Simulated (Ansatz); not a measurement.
Ansatz (a first-principles code) input (B3LYP-D3(BJ)/def2-TZVP):

Ansatz 0.2 input:
```yaml
crystal:
  periodic: [false, false, false]
  atoms:
    - {symbol: O, position_ang: [-1.04654174, -0.38868140, -0.00062933]}
    - {symbol: C, position_ang: [-0.01375265, 0.43909737, 0.00455308]}
    - {symbol: O, position_ang: [1.14788679, 0.22368781, -0.00139048]}
    - {symbol: H, position_ang: [-0.72824441, -1.31463559, -0.01116004]}
basis:
  gaussian:
    orbitals: def2-TZVP
hamiltonian:
  xc: b3lyp
  dispersion: d3bj
magnetization: {spin_polarized: true, initial_magnetization: 1}
phonons: {temperatures: {t_min: 298.15, t_max: 298.15, t_step: 100}}
```

Output:

```
Functional definition: B3LYP
integrals: 0.02 GiB planned
526 factors; their error is unknown
mean field: 0.27 GiB planned
mean field evaluation 1: about -5143.2929 eV, gradient 3.9e1 eV
mean field evaluation 2: about -5133.8474 eV, gradient 6.5e1 eV
mean field evaluation 4: about -5147.8088 eV, gradient 3.9e0 eV
mean field evaluation 8: about -5147.8558 eV, gradient 4.1e-2 eV
mean field evaluation 16: about -5147.8658 eV, gradient 5.2e-5 eV
mean field -5147.86582476 eV, -189.1805797111 hartree, gradient 1.4e-5 eV, S^2 0.753215; 0 other end points of the search recorded, 0 dependent functions left out
the calculation of the forces begins
reference -5147.86599868 eV, -189.1805861026 hartree; 12, 11 occupied and 87, 88 virtual orbitals, 526 factors
these checks for a lower state are left out or cut short: stability, starts, cluster_reference, orbital_swaps, neighbouring_geometries, increment
integrals: 0.02 GiB planned
526 factors; their error is unknown
mean field: 0.27 GiB planned
mean field -5147.86566287 eV, -189.1805737620 hartree, gradient 2.5e-6 eV, S^2 0.753214; 0 other end points of the search recorded, 0 dependent functions left out
the calculation of the forces begins
reference -5147.86583682 eV, -189.1805801542 hartree; 12, 11 occupied and 87, 88 virtual orbitals, 526 factors
these checks for a lower state are left out or cut short: stability, starts, cluster_reference, orbital_swaps, neighbouring_geometries, increment
integrals: 0.02 GiB planned
526 factors; their error is unknown
mean field: 0.27 GiB planned
mean field evaluation 32: about -5147.8657 eV, gradient 3.7e-3 eV
mean field -5147.86566082 eV, -189.1805736866 hartree, gradient 2.5e-6 eV, S^2 0.753217; 0 other end points of the search recorded, 0 dependent functions left out
the calculation of the forces begins
reference -5147.86583473 eV, -189.1805800776 hartree; 12, 11 occupied and 87, 88 virtual orbitals, 526 factors
these checks for a lower state are left out or cut short: stability, starts, cluster_reference, orbital_swaps, neighbouring_geometries, increment
integrals: 0.02 GiB planned
526 factors; their error is unknown
mean field: 0.27 GiB planned
mean field -5147.86575982 eV, -189.1805773245 hartree, gradient 2.5e-6 eV, S^2 0.753215; 0 other end points of the search recorded, 0 dependent functions left out
the calculation of the forces begins
reference -5147.86593373 eV, -189.1805837157 hartree; 12, 11 occupied and 87, 88 virtual orbitals, 526 factors
these checks for a lower state are left out or cut short: stability, starts, cluster_reference, orbital_swaps, neighbouring_geometries, increment
integrals: 0.02 GiB planned
526 factors; their error is unknown
mean field: 0.27 GiB planned
mean field -5147.86576620 eV, -189.1805775591 hartree, gradient 2.5e-6 eV, S^2 0.753215; 0 other end points of the search recorded, 0 dependent functions left out
the calculation of the forces begins
reference -5147.86594013 eV, -189.1805839508 hartree; 12, 11 occupied and 87, 88 virtual orbitals, 526 factors
these checks for a lower state are left out or cut short: stability, starts, cluster_reference, orbital_swaps, neighbouring_geometries, increment
integrals: 0.02 GiB planned
526 factors; their error is unknown
mean field: 0.27 GiB planned
mean field -5147.86571542 eV, -189.1805756930 hartree, gradient 2.5e-6 eV, S^2 0.753225; 0 other end points of the search recorded, 0 dependent functions left out
the calculation of the forces begins
reference -5147.86588932 eV, -189.1805820837 hartree; 12, 11 occupied and 87, 88 virtual orbitals, 526 factors
these checks for a lower state are left out or cut short: stability, starts, cluster_reference, orbital_swaps, neighbouring_geometries, increment
integrals: 0.02 GiB planned
526 factors; their error is unknown
mean field: 0.27 GiB planned
mean field evaluation 64: about -5147.8657 eV, gradient 2.5e-6 eV
mean field -5147.86571139 eV, -189.1805755448 hartree, gradient 2.5e-6 eV, S^2 0.753206; 0 other end points of the search recorded, 0 dependent functions left out
the calculation of the forces begins
reference -5147.86588533 eV, -189.1805819372 hartree; 12, 11 occupied and 87, 88 virtual orbitals, 526 factors
these checks for a lower state are left out or cut short: stability, starts, cluster_reference, orbital_swaps, neighbouring_geometries, increment
integrals: 0.02 GiB planned
526 factors; their error is unknown
mean field: 0.27 GiB planned
mean field -5147.86567128 eV, -189.1805740709 hartree, gradient 2.5e-6 eV, S^2 0.753206; 0 other end points of the search recorded, 0 dependent functions left out
the calculation of the forces begins
reference -5147.86584518 eV, -189.1805804617 hartree; 12, 11 occupied and 87, 88 virtual orbitals, 526 factors
these checks for a lower state are left out or cut short: stability, starts, cluster_reference, orbital_swaps, neighbouring_geometries, increment
integrals: 0.02 GiB planned
526 factors; their error is unknown
mean field: 0.27 GiB planned
mean field -5147.86567164 eV, -189.1805740840 hartree, gradient 2.5e-6 eV, S^2 0.753225; 0 other end points of the search recorded, 0 dependent functions left out
the calculation of the forces begins
reference -5147.86584557 eV, -189.1805804761 hartree; 12, 11 occupied and 87, 88 virtual orbitals, 526 factors
these checks for a lower state are left out or cut short: stability, starts, cluster_reference, orbital_swaps, neighbouring_geometries, increment
integrals: 0.02 GiB planned
526 factors; their error is unknown
mean field: 0.27 GiB planned
mean field -5147.86580489 eV, -189.1805789808 hartree, gradient 2.5e-6 eV, S^2 0.753211; 0 other end points of the search recorded, 0 dependent functions left out
the calculation of the forces begins
reference -5147.86597882 eV, -189.1805853727 hartree; 12, 11 occupied and 87, 88 virtual orbitals, 526 factors
these checks for a lower state are left out or cut short: stability, starts, cluster_reference, orbital_swaps, neighbouring_geometries, increment
integrals: 0.02 GiB planned
526 factors; their error is unknown
mean field: 0.27 GiB planned
mean field -5147.86579584 eV, -189.1805786483 hartree, gradient 2.5e-6 eV, S^2 0.753220; 0 other end points of the search recorded, 0 dependent functions left out
the calculation of the forces begins
reference -5147.86596975 eV, -189.1805850393 hartree; 12, 11 occupied and 87, 88 virtual orbitals, 526 factors
these checks for a lower state are left out or cut short: stability, starts, cluster_reference, orbital_swaps, neighbouring_geometries, increment
integrals: 0.02 GiB planned
526 factors; their error is unknown
mean field: 0.27 GiB planned
mean field evaluation 96: about -5147.8565 eV, gradient 2.8e-1 eV
mean field -5147.86569397 eV, -189.1805749046 hartree, gradient 2.5e-6 eV, S^2 0.753226; 0 other end points of the search recorded, 0 dependent functions left out
the calculation of the forces begins
reference -5147.86586791 eV, -189.1805812969 hartree; 12, 11 occupied and 87, 88 virtual orbitals, 526 factors
these checks for a lower state are left out or cut short: stability, starts, cluster_reference, orbital_swaps, neighbouring_geometries, increment
integrals: 0.02 GiB planned
526 factors; their error is unknown
mean field: 0.27 GiB planned
mean field -5147.86568069 eV, -189.1805744167 hartree, gradient 2.5e-6 eV, S^2 0.753205; 0 other end points of the search recorded, 0 dependent functions left out
the calculation of the forces begins
reference -5147.86585459 eV, -189.1805808072 hartree; 12, 11 occupied and 87, 88 virtual orbitals, 526 factors
these checks for a lower state are left out or cut short: stability, starts, cluster_reference, orbital_swaps, neighbouring_geometries, increment
integrals: 0.02 GiB planned
526 factors; their error is unknown
mean field: 0.27 GiB planned
mean field -5147.86569040 eV, -189.1805747735 hartree, gradient 2.5e-6 eV, S^2 0.753212; 0 other end points of the search recorded, 0 dependent functions left out
the calculation of the forces begins
reference -5147.86586431 eV, -189.1805811646 hartree; 12, 11 occupied and 87, 88 virtual orbitals, 526 factors
these checks for a lower state are left out or cut short: stability, starts, cluster_reference, orbital_swaps, neighbouring_geometries, increment
integrals: 0.02 GiB planned
526 factors; their error is unknown
mean field: 0.27 GiB planned
mean field -5147.86570524 eV, -189.1805753187 hartree, gradient 2.5e-6 eV, S^2 0.753219; 0 other end points of the search recorded, 0 dependent functions left out
the calculation of the forces begins
reference -5147.86587916 eV, -189.1805817105 hartree; 12, 11 occupied and 87, 88 virtual orbitals, 526 factors
these checks for a lower state are left out or cut short: stability, starts, cluster_reference, orbital_swaps, neighbouring_geometries, increment
integrals: 0.02 GiB planned
526 factors; their error is unknown
mean field: 0.27 GiB planned
mean field evaluation 128: about -5147.8657 eV, gradient 2.2e-1 eV
mean field -5147.86580731 eV, -189.1805790700 hartree, gradient 2.5e-6 eV, S^2 0.753215; 0 other end points of the search recorded, 0 dependent functions left out
the calculation of the forces begins
reference -5147.86598123 eV, -189.1805854614 hartree; 12, 11 occupied and 87, 88 virtual orbitals, 526 factors
these checks for a lower state are left out or cut short: stability, starts, cluster_reference, orbital_swaps, neighbouring_geometries, increment
integrals: 0.02 GiB planned
526 factors; their error is unknown
mean field: 0.27 GiB planned
mean field -5147.86581375 eV, -189.1805793065 hartree, gradient 2.5e-6 eV, S^2 0.753216; 0 other end points of the search recorded, 0 dependent functions left out
the calculation of the forces begins
reference -5147.86598767 eV, -189.1805856979 hartree; 12, 11 occupied and 87, 88 virtual orbitals, 526 factors
Total energy: -5147.92884251 eV, -189.1828955708 hartree
Atom 0 at    -1.046542    -0.388681    -0.000629 Å, force     0.000212     0.001084     0.000010 eV/Å
Atom 1 at    -0.013753     0.439097     0.004553 Å, force    -0.000145     0.000246     0.000003 eV/Å
Atom 2 at     1.147887     0.223688    -0.001390 Å, force    -0.000275    -0.000166    -0.000001 eV/Å
Atom 3 at    -0.728244    -1.314636    -0.011160 Å, force     0.000208    -0.001164    -0.000013 eV/Å
Dipole moment:    -0.202536    -0.368029    -0.003129 e Å
Vibrations: 594.28 599.09 1071.25 1293.75 1864.55 3552.22 cm⁻¹, zero-point energy 0.556388 eV
```

It need not be the lowest isomer of its formula.
